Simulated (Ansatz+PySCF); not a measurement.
A calculation with PySCF 2.14.0.

```python
from pyscf import gto, scf, cc

mol = gto.M(atom="""
C 0.043220 -0.047200 -0.682600
O 0.031500 -0.047500 0.678450
H -0.046350 0.852590 0.997030
H 0.044420 -1.043920 -1.129640
H -0.405980 0.794850 -1.211640
""", basis='def2-svp', charge=0, spin=1)
mf = scf.UHF(mol)
mf.kernel()
mycc = cc.CCSD(mf, frozen=2).run()
et = mycc.ccsd_t()
print(mf.e_tot, mycc.e_corr, et, mycc.e_tot + et)
```

The script is written out from the run's settings.

Output:

| Property | Result |
| --- | --- |
| Converged | yes |
| Reference energy | -114.32795 hartree |
| CCSD correlation energy | -0.33109 hartree |
| Triples correction | -0.00715 hartree |
| Total energy | -114.66619 hartree |
